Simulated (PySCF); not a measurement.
Bonds (- single, = double, # triple, : aromatic): C1=C2 1.327 Å, C2-C3 1.496 Å, C3=C4 1.370 Å, C3-O5 1.269 Å. C1 carries H6, H7; C2 carries H8; C4 carries H9, H10. Formal charges: O5 -1.

Total charge -1. H9 is cis to C2; H6 is cis to C3; H10 is trans to C2; H7 is trans to C3.

Geometry: GFN2-xTB; GIAO shifts from PySCF 2.14.0 with density-fitted response routines, gas phase, non-relativistic, averaged over equivalent atoms.

At mPW1PW91/pcSseg-1 (110 basis functions, 3.3 s wall time on 1 thread of an AMD EPYC 9R45, shared host):
```json
{"atoms": "C3", "δ (ppm)": "172.0"}
{"atoms": "C2", "δ (ppm)": "156.1"}
{"atoms": "C1", "δ (ppm)": "103.8"}
{"atoms": "C4", "δ (ppm)": "68.9"}
{"atoms": "O5", "δ (ppm)": "275.9"}
{"atoms": "H8", "δ (ppm)": "6.26"}
{"atoms": "H6", "δ (ppm)": "5.20"}
{"atoms": "H7", "δ (ppm)": "4.04"}
{"atoms": "H10", "δ (ppm)": "2.70"}
{"atoms": "H9", "δ (ppm)": "2.63"}
```

δ = σ(ref) − σ, references computed at the same level: TMS for ¹³C (σ = 186.06 ppm) and ¹H (σ = 31.77 ppm); H2O for ¹⁷O (σ = 334.86 ppm).

**Question.** Predict the values at PBE0/pcSseg-1 on the same geometry.

**Answer.** 
| atoms | δ at PBE0/pcSseg-1 | change |
| --- | --- | --- |
| C3 | 171.8 | -0.2 |
| C2 | 156.2 | +0.1 |
| C1 | 103.7 | -0.1 |
| C4 | 68.8 | -0.1 |
| O5 | 277.0 | +1.1 |
| H8 | 6.30 | +0.04 |
| H6 | 5.21 | +0.01 |
| H7 | 4.06 | +0.02 |
| H10 | 2.71 | +0.01 |
| H9 | 2.65 | +0.02 |

Chemical shifts δ = σref − σ; ¹³C (186.93 ppm) and ¹H (31.72 ppm) vs TMS; ¹⁷O (336.08 ppm) vs H2O, all at this level.

The largest change is at O5 (oxygen bonded to C). Cost: 110 basis functions, 7.1 s wall time on 1 thread of an Arm Neoverse V1, shared host. The order of the carbon signals is the same at both levels.

Unscaled 17O shifts of doubly bonded oxygen tend to come out too high, by tens of ppm or more. Experimental scales use liquid or dissolved standards, which lie at an offset from isolated H2O (liquid H2O: subtract about 36 ppm).
